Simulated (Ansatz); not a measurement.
How far each method lies from full CI for BH$_{2}$, doublet

Geometry: displaced at random from a stationary point.

```xyz
3

B     0.0199   -0.0788   -0.0012
H    -0.1450    0.4387   -1.0666
H    -0.0684    0.4062    1.0792
```

Basis aug-cc-pVDZ; Ansatz 0.2.0. Correlated methods freeze the noble-gas cores, which leaves 5 electrons in 40 orbitals. Prefix R: restricted or restricted open-shell reference; prefix U: unrestricted. Active spaces: valence = (5e, 6o) chosen from the atoms' valence shells.

Full CI is exact within this basis and frozen core; it isn't the basis-set limit. The frozen core follows each run's orbitals, which can shift R against U totals by a few meV.

For open shells CISD is restricted-active-space CI with the open shells as a complete middle space.

```
UHF ⟨S²⟩                          : 0.754
T1 diagnostic (RCCSD)             : 0.0150
largest doubles amplitude (RCCSD) : 0.033
T1 diagnostic (UCCSD)             : 0.0094
```

| level | E − E(full CI) (kJ/mol) | share of correlation (%) | wall time |
| --- | --- | --- | --- |
| RHF | 241.5 | 0.00 | – |
| UHF | 237.9 | 1.46 | – |
| RMP2 | 57.9 | 76.00 | – |
| UMP2 | 57.5 | 76.18 | – |
| CISD | 9.4 | 96.10 | 0.45 s |
| RCCSD | 4.8 | 98.01 | – |
| UCCSD | 4.7 | 98.04 | – |
| RCCSD(T) | 1.2 | 99.52 | 0.57 s |
| UCCSD(T) | 1.1 | 99.52 | 0.54 s |
| BCCD(T) | 1.2 | 99.52 | 0.72 s |
| RCCSDT | 0.1 | 99.97 | – |
| UCCSDT | 0.0 | 99.98 | – |
| RCCSDT(Q) | 0.0 | 99.99 | 4.7 s |
| UCCSDT(Q) | 0.0 | 100.00 | 4.5 s |
| CASSCF (valence space) | 147.3 | 38.98 | – |
| NEVPT2 (valence space) | 49.8 | 79.37 | 0.45 s |
| MRCISD (valence space) | 5.7 | 97.65 | – |
| MRCISD+Q (valence space) | 1.3 | 99.46 | 0.81 s |

The correlation energy at full CI, counted from RHF, is -2.503 eV. That run took 30 s on 1 thread of Arm Neoverse V2, shared host over 3,897,078 determinants.

Times hold each run's SCF and search for its determinant on a shared host, so for small cases they say little of a method's own cost; they ran on 1 thread of Arm Neoverse V2.

The full-CI state has the irrep A' of Cs, in the program's axes.

Natural occupations of full CI about the gap: 1.955 1.954 0.988 0.020 0.019 0.018 0.008 0.008 0.007 0.005; effectively unpaired electrons, Σ n²(2−n)², 1.02.
